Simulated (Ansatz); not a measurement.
A nudged elastic band was laid between two geometries of C₂H₆N₂ (10 atoms, charge 0, multiplicity 1).

Level of theory: Ansatz 0.2.0, RKS PBE0/def2-SVP.

| Property | Result |
| --- | --- |
| movable images | 6 |
| climbing image | no |
| spring | 5.0 eV/Å² |
| optimiser | quadratic models (default) |
| start path | IDPP |
| force threshold | 0.05 eV/Å |
| iteration limit | 60 |
| end points | relaxed |

Image 0:

```xyz
10
Properties=species:S:1:pos:R:3
C -1.168 0.853 -0.911
N -0.088 0.837 -0.258
C 0.589 -0.433 -0.074
N 0.951 -0.704 1.288
H -1.626 -0.055 -1.356
H -1.703 1.802 -1.064
H -0.015 -1.280 -0.462
H 1.512 -0.392 -0.680
H 1.516 0.062 1.652
H 0.115 -0.740 1.869
```

Image 7:

```xyz
10
Properties=species:S:1:pos:R:3
C -1.087 0.954 -1.061
N -0.074 0.878 -0.314
C 0.436 -0.424 0.032
N 0.568 -0.511 1.467
H -1.623 0.067 -1.457
H -1.482 1.940 -1.345
H -0.227 -1.246 -0.314
H 1.393 -0.529 -0.527
H 1.196 0.223 1.793
H 0.984 -1.402 1.729
```

Task: Which bonds break or form, and what moves?

Result: No bond is made or broken. The height of N4 over the plane of its neighbours goes from 0.39 to -0.39 Å.

Task: Give the energies along the band, and the barrier.

Result: The forces met the threshold. The highest image is number 2 of 0 to 7, 5.4 kcal/mol above the first end and 1.9 kcal/mol above the last; the last end lies 3.4 kcal/mol above the first. No image climbed, so the highest image needn't sit at the top of the path.

```csv
image,path coordinate (Å),energy (kcal/mol),height of N4 over the plane of its neighbours (Å)
0,0.00,0.0,0.39
1,0.31,1.3,0.29
2,0.63,5.4,0.01
3,0.94,5.1,-0.29
4,1.25,4.8,-0.34
5,1.57,4.2,-0.36
6,1.88,3.7,-0.38
7,2.20,3.4,-0.39
```

Task: What is the geometry of the highest image?

Result: 
```xyz
10
Properties=species:S:1:pos:R:3
C -1.157 0.891 -1.019
N -0.081 0.933 -0.362
C 0.547 -0.344 -0.023
N 0.825 -0.541 1.345
H -1.650 -0.059 -1.320
H -1.656 1.822 -1.330
H -0.075 -1.186 -0.395
H 1.493 -0.367 -0.592
H 1.683 -0.215 1.754
H 0.154 -0.985 1.945
```

Time of the run: 4.8 min on 1 thread of Arm Neoverse V1, with other jobs on the host, peak memory 0.25 GiB.
